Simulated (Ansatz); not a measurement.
`CCCCF` at its PBE0-D4/def2-TZVP geometry, where that method's forces vanish. Total charge 0; spin multiplicity 1.

| atom | x (Å) | y (Å) | z (Å) |
| --- | --- | --- | --- |
| C1 | 1.3111 | -1.2211 | -0.7650 |
| C2 | 0.5130 | -0.4826 | 0.2948 |
| C3 | -0.5393 | 0.4389 | -0.3005 |
| C4 | -1.3294 | 1.1991 | 0.7322 |
| F5 | -0.4984 | 2.0474 | 1.4496 |
| H6 | 0.6616 | -1.8379 | -1.3930 |
| H7 | 1.8346 | -0.5208 | -1.4219 |
| H8 | 2.0600 | -1.8774 | -0.3167 |
| H9 | 1.1862 | 0.1061 | 0.9246 |
| H10 | 0.0233 | -1.2038 | 0.9596 |
| H11 | -0.0684 | 1.1561 | -0.9823 |
| H12 | -1.2495 | -0.1418 | -0.9021 |
| H13 | -1.8006 | 0.5209 | 1.4521 |
| H14 | -2.1044 | 1.8169 | 0.2686 |

For each bond, give half the difference of the two atoms' forces along it (eV/Å; positive pushes the atoms apart) under PBE-D4, r2SCAN-D4, B3LYP-D4, ωB97M-V in def2-TZVPP. (Best estimate.)

The calculation gave: 
| bond | length (Å) | PBE-D4 | r2SCAN-D4 | B3LYP-D4 | ωB97M-V |
| --- | --- | --- | --- | --- | --- |
| C1–C2 | 1.518 | 0.00 | 0.11 | 0.18 | 0.19 |
| C1–H6 | 1.094 | 0.11 | -0.03 | -0.06 | -0.08 |
| C1–H7 | 1.094 | 0.11 | -0.03 | -0.06 | -0.08 |
| C1–H8 | 1.092 | 0.09 | -0.04 | -0.08 | -0.08 |
| C2–C3 | 1.520 | 0.01 | 0.09 | 0.14 | 0.12 |
| C2–H9 | 1.094 | 0.11 | -0.05 | -0.11 | -0.12 |
| C2–H10 | 1.096 | 0.11 | -0.04 | -0.09 | -0.11 |
| C3–C4 | 1.506 | -0.06 | 0.02 | 0.09 | 0.11 |
| C3–H11 | 1.096 | 0.12 | -0.04 | -0.10 | -0.11 |
| C3–H12 | 1.097 | 0.10 | -0.03 | -0.09 | -0.10 |
| C4–F5 | 1.387 | 0.53 | 0.35 | 0.40 | 0.27 |
| C4–H13 | 1.096 | 0.09 | -0.07 | -0.14 | -0.14 |
| C4–H14 | 1.094 | 0.07 | -0.08 | -0.15 | -0.15 |

B3LYP here is the variant with VWN-RPA as its local correlation; programs differ in this.

Computed with Ansatz.
